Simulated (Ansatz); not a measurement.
```yaml
crystal:
  periodic: [false, false, false]
  atoms:
    - {symbol: F, position_ang: [0.000000, 0.000000, -1.716474]}
    - {symbol: S, position_ang: [0.000000, 0.000000, 0.000000]}
    - {symbol: F, position_ang: [0.000000, 0.000000, 1.716474]}
basis:
  gaussian: {orbitals: def2-TZVP}
magnetization: {spin_polarized: true, initial_magnetization: 2}
hamiltonian: {xc: pbe0}
relax: {f_tol: 0.004, max_steps: 80}
```

```sh
$ ansatz run in.yaml --threads 1 --pin off --events-out ev --progress --plain --max-ram 2176MiB
```

Steps of the relaxation (energy above the last step; positions in Å, forces in eV/Å):

```
3
step 1, 61.2 meV
F     0.000    0.000   -1.716    0.000    0.000    1.146
S     0.000    0.000    0.000    0.000    0.000    0.000
F     0.000    0.000    1.716    0.000    0.000   -1.146
```

```
3
step 2, 24.2 meV
F     0.000    0.000   -1.697    0.000    0.000    0.742
S     0.000    0.000    0.000    0.000    0.000    0.000
F     0.000    0.000    1.697    0.000    0.000   -0.742
```

```
3
step 3, 0.2 meV
F     0.000    0.000   -1.662    0.000    0.000   -0.074
S     0.000    0.000    0.000    0.000    0.000    0.000
F     0.000    0.000    1.662    0.000    0.000    0.074
```

```
3
step 4, 0.0 meV
F     0.000    0.000   -1.665    0.000    0.000   -0.002
S     0.000    0.000    0.000    0.000    0.000    0.000
F     0.000    0.000    1.665    0.000    0.000    0.002
```

Close pairs at the end: F1–S2 1.665 Å, S2–F3 1.665 Å.

A stationary point of unrestricted PBE0 after 4 steps, with ⟨S²⟩ = 2.004 against 2.00 for a pure state; no frequencies were run, so it isn't proven a minimum. 21 s on 1 thread of Arm Neoverse N1, shared host.
